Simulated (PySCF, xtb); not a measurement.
phosphine cation (H₃P), SMILES P (connectivity only; charge and spin as stated), charge +1, multiplicity 2.

Harmonic wavenumbers (cm⁻¹) from GFN2-xTB run with xtb at its own minimum, in rising order: 630, 823, 823, 2285, 2406, 2406.

Question: What does PBE-D3(BJ)/def2-TZVPD run with PySCF give at its own minimum? (The exact figures need the calculation; the answer reports its results.)

Answer: 685, 1001, 1001, 2381, 2458, 2458. Paired by order, the mean absolute difference is 102 cm⁻¹ and the zero-point energies are 13.4 and 14.3 kcal/mol.
